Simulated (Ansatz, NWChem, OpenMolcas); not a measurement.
A ladder of methods for CO2 (carbon dioxide)

CO2: 3 atoms, total charge 0, spin state singlet. SMILES: `O=C=O`. Geometry: relaxed at PBE0-D4/def2-TZVP.

```
atom    x (Å)    y (Å)    z (Å)
   O   0.3716  -1.0919   0.0882
   C   0.0001   0.0001   0.0001
   O  -0.3718   1.0918  -0.0883
```

Quantity: the vertical energy of the triplet above the singlet, in eV. The values are calculated.

| level | kind | program | value (eV) | less FCI/STO-3G |
| --- | --- | --- | --- | --- |
| HF/STO-3G | Hartree–Fock | NWChem | 5.77 | -1.65 |
| SVWN5/STO-3G | LDA | Ansatz | 7.69 | +0.27 |
| BLYP/STO-3G | GGA | Ansatz | 7.40 | -0.02 |
| revPBE/STO-3G | GGA | Ansatz | 7.48 | +0.06 |
| B3LYP/STO-3G | global hybrid | Ansatz | 7.18 | -0.24 |
| MRCI(2,2)/STO-3G | multireference | OpenMolcas | 7.59 | +0.17 |
| FCI/STO-3G | full CI, core frozen | OpenMolcas | 7.42 | 0.00 |
| FCI/STO-3G, open shells restricted | full CI, core frozen | OpenMolcas | 7.42 | 0.00 |

FCI/STO-3G is exact within its basis and frozen core, so for wave-function methods in that basis the difference is their error; functionals converge differently with the basis, so for them it is only a difference. The values span 5.77 to 7.69 eV. All rows use very small basis sets, so none should be taken for the real molecule's value.
